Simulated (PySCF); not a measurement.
**ClHO₂S, a complex of two parts: interaction energy**

One table from this session's results is given with a row withheld; the runs are named, their logs left out.

Programs: PySCF 2.14.0. All values are calculated, for the isolated system unless a continuum is named. Atoms count from 0, parts from 1.

### Starting point

5 atoms, charge 0, multiplicity 1; geometry: GFN2-xTB. Parts: 1 = atoms 0–2, `O=S=O`, charge 0; 2 = atoms 3–4, `Cl`, charge 0.

Set-up of the first run:

What the job is given:

```
{"job": {"xc": "PBE0", "basis": "def2-TZVPD", "d3": "d3bj", "grid": 3, "kind": "geom", "shake": 0.01}, "charge": 0, "multiplicity": 1, "parts": [{"atoms": "0-2", "charge": 0, "multiplicity": 1}, {"atoms": "3-4", "charge": 0, "multiplicity": 1}]}
O     -1.704470     0.203873     0.383828
S     -1.198411    -0.282910    -0.863744
O      0.148128     0.050705    -1.150260
Cl    -1.521142     2.013514     2.862863
H     -1.639410     1.234425     1.825364
```

Command:

```bash
$ OMP_NUM_THREADS=1 python cluster_run.py task.json out
```

The driver reads the jobs from task.json and runs them one after another.

Among the steps run: Optimising the geometry at PBE0-D3(BJ)/def2-TZVPD; Coupled-cluster interaction energy: CCSD(T) and MP2, 2.09 Å; Coupled-cluster interaction energy: CCSD(T) and MP2, 2.19 Å; Coupled-cluster interaction energy: CCSD(T) and MP2, 2.29 Å; Coupled-cluster interaction energy: CCSD(T) and MP2, 1.98 Å; Coupled-cluster interaction energy: CCSD(T) and MP2, 2.61 Å; Coupled-cluster interaction energy: CCSD(T) and MP2, 1.88 Å; Coupled-cluster interaction energy: CCSD(T) and MP2, 3.13 Å; Coupled-cluster interaction energy: CCSD(T) and MP2, 4.17 Å.

One of the session's tables, all rows but one given; the rest of the session is left out.

It belongs to the step «Coupled-cluster interaction energy: CCSD(T) and MP2, 4.17 Å». 

```
                 method  interaction energy (kcal/mol)
         HF/aug-cc-pVDZ                          -0.58
        MP2/aug-cc-pVDZ                          -0.54
       CCSD/aug-cc-pVDZ                          -0.55
    CCSD(T)/aug-cc-pVDZ                          -0.54
         HF/aug-cc-pVQZ                          -0.55
        MP2/aug-cc-pVQZ                          -0.52
    SCS-MP2/aug-cc-pVQZ                              ?
      MP2, extrapolated                          -0.53
CCSD(T), limit estimate                          -0.53
```

Estimate the missing values for SCS-MP2/aug-cc-pVQZ.

The run gave: interaction energy (kcal/mol): -0.51. In the column «interaction energy (kcal/mol)» it is the highest.
